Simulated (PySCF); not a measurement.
Rows and methods have been separated. Pair them.

Species: formyl fluoride, CHFO.
SMILES: `O=CF`

The closed-shell ground state was solved 5 times with PySCF (density fitting, gas phase), always in the pcSseg-2 basis (122 functions), with these functionals: B3LYP, HF, KT3, LDA and PBE0. Geometry: PBE0-D3(BJ)/def2-SVP; no solvent, vibrations or thermal averaging.

```tsv
row	total energy (Eh)	HOMO (eV)	LUMO (eV)	dipole (D)
P	-212.8352	-13.95	2.81	2.50
Q	-213.6418	-9.54	-0.95	2.14
R	-213.8662	-9.30	-1.30	2.14
S	-212.3504	-8.01	-2.46	2.05
T	-216.6232	-7.99	-2.07	2.00
```

Task: Which functional belongs to which row?

Result: P = HF, Q = PBE0, R = B3LYP, S = LDA, T = KT3. By rising HOMO–LUMO gap: LDA (LDA) 5.55 eV; KT3 (GGA) 5.92 eV; B3LYP (global hybrid, 20 % exact exchange) 8.00 eV; PBE0 (global hybrid, 25 % exact exchange) 8.59 eV; HF (all exact exchange) 16.76 eV. Total energies of different functionals aren't bounds to one another; each is stationary for its own functional.
